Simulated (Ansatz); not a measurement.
**A ladder of methods for SiH3 (silyl radical)**

SiH3: 4 atoms, total charge 0, spin state doublet. SMILES: `[SiH3]`. The coordinates come from a GFN2-xTB relaxation.

Quantity: the electronic atomisation energy, in eV. The values are calculated. Electronic energies at fixed atoms, without zero-point motion or spin-orbit coupling.

```json
{"level": "USVWN5/6-31G* (spherical functions)", "kind": "LDA", "program": "Ansatz", "value (eV)": "10.55", "less FCI/6-31G*": "+2.07", "CPU time (all runs)": "1.4 s"}
{"level": "UPBE/6-31G* (spherical functions)", "kind": "GGA", "program": "Ansatz", "value (eV)": "9.50", "less FCI/6-31G*": "+1.02", "CPU time (all runs)": "2.2 s"}
{"level": "UBHLYP/6-31G* (spherical functions)", "kind": "global hybrid", "program": "Ansatz", "value (eV)": "9.66", "less FCI/6-31G*": "+1.18", "CPU time (all runs)": "2 s"}
{"level": "U-wB97X/6-31G* (spherical functions)", "kind": "range-separated hybrid", "program": "Ansatz", "value (eV)": "9.73", "less FCI/6-31G*": "+1.25", "CPU time (all runs)": "10 s"}
{"level": "RPA@PBE/6-31G* (spherical functions)", "kind": "RPA", "program": "Ansatz", "value (eV)": "8.43", "less FCI/6-31G*": "-0.05", "CPU time (all runs)": "2.8 s"}
{"level": "UMP2/6-31G* (spherical functions)", "kind": "perturbation theory", "program": "Ansatz", "value (eV)": "8.29", "less FCI/6-31G*": "-0.19", "CPU time (all runs)": "0.25 s"}
{"level": "UCCSD(T)/6-31G* (spherical functions)", "kind": "coupled cluster or CI", "program": "Ansatz", "value (eV)": "8.47", "less FCI/6-31G*": "-0.01", "CPU time (all runs)": "0.49 s"}
{"level": "FCI/3-21G", "kind": "exact in the basis", "program": "Ansatz", "value (eV)": "7.90", "less FCI/6-31G*": "-0.58", "CPU time (all runs)": "1.5 s"}
{"level": "FCI/6-31G* (spherical functions)", "kind": "exact in the basis", "program": "Ansatz", "value (eV)": "8.48", "less FCI/6-31G*": "0.00", "CPU time (all runs)": "19 s"}
```

FCI/6-31G* (spherical functions) is exact within its basis and frozen core, so for wave-function methods in that basis the difference is their error; functionals converge differently with the basis, so for them it is only a difference. The values span 7.90 to 10.55 eV. High-level rows in very small sets aren't better than simpler rows in larger ones. CPU times are rough (shared hosts, several kinds of processor): they show what a rung costs within a factor of a few.
